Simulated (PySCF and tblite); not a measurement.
The numbers below are computed, except where a source is named.
s-BuOMe, C₅H₁₂O, numbered as in [CH3:1][CH2:2][C@H:3]([CH3:4])[O:5][CH3:6].

The ensemble was built from 90 distance-geometry starts (ETKDG, MMFF94s, GFN2-xTB) and rests on GFN2-xTB geometries. Free energies are B3LYP-D3(BJ)/def2-SVP (IEF-PCM, acetone) single points with GFN2-xTB rigid-rotor and vibrational terms (modes under about 100 cm⁻¹ blended into free rotors). Symmetry numbers and mirror images are counted. Conformers within 3 kcal/mol (GFN2-xTB free energy) were kept, 10 at most. Of two unlike H on one atom, a is the less shielded (wB97X-D/pcSseg-1 (IEF-PCM, acetone)). Programs: PySCF with density fitting and tblite.

An NOE distance is ⟨r⁻⁶⟩^(−1/6) over all pairs of like atoms and, for the average, over conformers.

Torsions listed: C1–C2–C3–O5, C2–C3–O5–C6.

```
conformer        shape  weight %
        1   65°, -162°      50.8
        2   -57°, -73°      15.1
        3   174°, -78°      14.5
        4  166°, -166°      12.8
```

Not shown: 1 more, 6.8 % in all.

Which H–H contacts under 3.5 Å would NOEs report (pairs on one atom left out) at 298.15 K?


```
      pair  in 1 (Å)  in 2 (Å)  in 3 (Å)  in 4 (Å)  average (Å)
H2b ··· H3      2.54      2.43      3.05      3.05         2.59
H1 ··· H2a      2.60      2.62      2.59      2.60         2.60
 H3 ··· H4      2.61      2.60      2.60      2.61         2.60
H1 ··· H2b      2.61      2.59      2.61      2.61         2.61
 H3 ··· H6      2.64      2.65      2.64      2.67         2.65
H2a ··· H3      3.05      2.46      2.52      2.54         2.68
H2b ··· H4      2.79      3.90      2.84      2.83         2.90
 H1 ··· H3      2.86      3.92      2.86      2.84         2.95
H2a ··· H4      2.94      2.87      3.89      3.87         3.05
 H4 ··· H6      3.12      4.48      4.44      3.09         3.28
 H1 ··· H4      4.72      3.10      3.10      3.10         3.44
H2a ··· H6      4.43      4.19      2.61      4.16         3.46
```

Longer pairs under the limit may be missing.

In a model where alignment follows shape alone (order matrix 0.001 × (3G/tr G − 1)/2, G the second moments of the atom positions; splitting J + 2D), what are the one-bond C–H dipolar couplings D?

H1 0.6 Hz (0.7 in conformer 1), H2b 2.3 Hz (0.4 in conformer 1), H2a 4.6 Hz (8.3 in conformer 1), H3 6.6 Hz (7.5 in conformer 1), H4 0.2 Hz (0.7 in conformer 1), H6 1.7 Hz (1.6 in conformer 1).
